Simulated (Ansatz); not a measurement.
Equation of state of barium, bcc

All numbers below come from Ansatz, DFT, RPBE, plane waves (420 eV) with PAW, scalar-relativistic. (PAW data from PBE, frozen cores regenerated.)

The cell is scaled uniformly from the relaxed one, with fractional coordinates and shape fixed. Energies are extrapolated to zero smearing, pressures are those at the given smearing. Magnetic state: spin not included.

```
V (Å³/atom)  E − E₀ (meV/atom)  P (GPa)
     60.143               28.4     1.23
     62.877               11.9     0.77
     65.610                2.8     0.38
     68.344                0.0     0.04
     71.078                2.6    -0.25
     73.812                9.8    -0.50
     76.546               21.0    -0.71
```

Question: Fit a third-order Birch-Murnaghan equation.

Answer: V₀ = 68.33 Å³/atom, B₀ = 7.9 GPa, B₀′ = 2.9.
